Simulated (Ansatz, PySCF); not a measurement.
This triplet lies 0.56 eV below the relaxed singlet at the level B3LYP/cc-pVTZ // B3LYP-D3(BJ)/def2-TZVP (Ansatz, a program for electronic structure).

B3LYP has the VWN-RPA correlation part, as in Gaussian. 

Cartesian coordinates (Å):
```xyz
7

C     -0.9505     0.2589    -0.1846
C      0.4365    -0.1211    -0.2942
C      1.6720    -0.4558    -0.3886
N      2.8330    -0.7710    -0.4781
H     -1.5731    -0.3137    -0.8798
H     -1.0880     1.3213    -0.4109
H     -1.3299     0.0813     0.8271
```
Charge 0, spin multiplicity 3.

Q: Estimate the total energy, highest occupied spin orbital and dipole moment that B3LYP-D3(BJ)/def2-TZVP (PySCF) returns for this input.

A: 
```json
{
 "total_energy": "-170.8244 Ha",
 "highest_occupied_spin_orbital": "-6.85 eV",
 "dipole_moment": "4.53 D"
}
```
